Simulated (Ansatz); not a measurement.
# AlO2 (quartet): the correlation ladder at a displaced geometry (v2), cc-pVDZ

Aim: climb from Hartree-Fock through coupled cluster for AlO2 (quartet) at one geometry and basis, and see what each rung misses.

Program: Ansatz 0.2.0, Gaussian basis. Level of theory: cc-pVDZ, core rule «outside noble gas», up to 7 orbitals frozen. These are calculated values, not measurements.

The runs, in order: UHF; CCSD(T) on ROHF; CCSD(T) on UHF; BCCD(T) on ROHF; CISD; CCSDT(Q) on ROHF; CCSDT(Q) on UHF.

38 further runs of the same task are left out: 17 for a known fault of the program, 11 that didn't finish, 10 set aside as unsound or not needed.

### Step 1. The system

The geometry is a PBE0/def2-TZVP stationary point (not a proven minimum) with its atoms shifted at random (size 0.100 Å).

3 atoms, charge 0, spin multiplicity 4.

Atoms are counted from 1 here; the program's logs count them from 0.

Bond lengths: O1–Al2 1.778 Å, Al2–O3 1.792 Å. Angles: O1–Al2–O3 172.1°.

### Step 2. UHF

Contents of in.yaml:

```yaml
crystal:
  periodic: [false, false, false]
  atoms:
    - {symbol: O, position_ang: [0.084376, 0.005225, 1.776798]}
    - {symbol: Al, position_ang: [-0.080498, 0.013599, 0.006591]}
    - {symbol: O, position_ang: [-0.003878, -0.018825, -1.783389]}
basis:
  gaussian: {orbitals: cc-pVDZ}
magnetization: {spin_polarized: true, initial_magnetization: 3}
hamiltonian: {xc: hf}
output: {orbitals: {seedname: orbitals}}
```

Started as:

```bash
$ ansatz run in.yaml --threads 1 --pin off --events-out ev --progress --plain --max-ram 2393MiB
```

Further steps of the session: CCSD(T) on ROHF; CCSD(T) on UHF; BCCD(T) on ROHF; CISD; CCSDT(Q) on ROHF; CCSDT(Q) on UHF.

Q: Predict the results of all the runs planned. Wanted: UCCSDT(Q) below the RHF energy; RMP2 from UCCSDT(Q); UMP2 from UCCSDT(Q); RCCSD from UCCSDT(Q); RCCSD(T) from UCCSDT(Q); UCCSD(T) from UCCSDT(Q); RCCSDT(Q) from UCCSDT(Q); T1 diagnostic.

The runs gave:

| quantity | value |
| --- | --- |
| UCCSDT(Q) below the RHF energy | -10.1487 eV |
| RMP2 from UCCSDT(Q) | +1035.0 meV |
| UMP2 from UCCSDT(Q) | +1056.9 meV |
| RCCSD from UCCSDT(Q) | +313.8 meV |
| RCCSD(T) from UCCSDT(Q) | +73.6 meV |
| UCCSD(T) from UCCSDT(Q) | +74.2 meV |
| RCCSDT(Q) from UCCSDT(Q) | +7.2 meV |
| levels within 1 kcal/mol (43 meV) | RCCSDT, UCCSDT, RCCSDT(Q) |
| T1 diagnostic | 0.029 |

**Reading.** RCCSD(T) lands +73.6 meV from the yardstick (0.7 % of the correlation energy). Coupled cluster took another determinant than the lowest Hartree-Fock one. These misses are within one basis, not against nature; the frozen cores of restricted and unrestricted runs differ, which can shift their rows.
